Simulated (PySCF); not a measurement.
## Ionisation and electron attachment of chlorofluoromethane

System: `FCCl` (CH2ClF). Numbering: `[F:1][CH2:2][Cl:3]`

Computed at ωB97X-D3(BJ)/ma-def2-TZVP // PBE0-D3(BJ)/ma-def2-SVP with PySCF (density fitting, grid level 2). Zero-point and thermal terms (298.15 K, 1 bar) come from unscaled PBE0-D3(BJ)/ma-def2-SVP harmonic frequencies, with soft modes damped to free rotors in the entropy.

Frontier levels of the parent: HOMO -11.44 eV, LUMO 1.14 eV.

Oxidation to the radical cation:
```
Vertical ionisation energy (electronic)              : 11.80 eV
Adiabatic ionisation energy (with zero-point energy) : 11.62 eV
Adiabatic, electronic part                           : 11.73 eV
Vertical gap at the product's structure              : 11.49 eV
Inner reorganisation energy (four-point)             : 310 meV
Relaxation of product / of parent                    : 68 / 242 meV
⟨S²⟩ of the product                                  : 0.754
Largest spin populations                             : Cl3 0.72, H (on C2) 0.09, H (on C2) 0.09
Largest changes of atomic charge                     : Cl3 0.64, F1 0.13, H (on C2) 0.11, H (on C2) 0.11
Distances that move most (Å)                         : F1–C2 1.351 → 1.295; C2–Cl3 1.775 → 1.726; C2–H 1.098 → 1.134; C2–H 1.099 → 1.133
Potential in DMF                                     : 8.75 V absolute, 4.21 V against Fc+/Fc computed at 4.54 V (solvation -14 → -289 kJ/mol)
```

Vertical electron affinity to the radical anion: -0.98 eV. The extra electron is not bound at this structure, the number hangs on the basis, and the ion was not relaxed.

Solvents are IEF-PCM continua (electrostatics only, gas-phase structures); absolute potentials refer to an electron at rest in vacuum. Fc+/Fc in DMF, 4.54 V, is ωB97X-D3(BJ)/ma-def2-TZVP on PBE0-D3(BJ)/def2-SVP structures with GFN2-xTB thermal terms. Benchmark calculations put it near 5.0 V in acetonitrile and DMSO, so it is about 0.5 V low, and the value against it can read up to that much too high.

Measured values (NIST Chemistry WebBook, evaluated or the median of agreeing entries): adiabatic ionisation energy 11.74 eV (computed 11.62, difference -0.12).

Known limits: spin-orbit coupling is left out of the energies, which matters for open shells on the heavier atoms; the split of the reorganisation energy is sensitive to the structures, which come from another level (PBE0-D3(BJ)/ma-def2-SVP).
